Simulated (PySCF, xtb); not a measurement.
C₂H₃, SMILES [CH]=C, multiplicity 2.

Harmonic wavenumbers (cm⁻¹) from GFN2-xTB (xtb 6.7.1) at its own minimum, in rising order: 655, 736, 949, 965, 1356, 1729, 2834, 3032, 3190.

What does PBE0-D3(BJ)/def2-TZVP (PySCF) give at its own minimum? (An estimate is asked for; the answer gives what the named calculation found.)

710, 836, 928, 1046, 1388, 1668, 3074, 3170, 3263. Paired by order, the mean absolute difference is 89 cm⁻¹ and the zero-point energies are 22.1 and 23.0 kcal/mol.
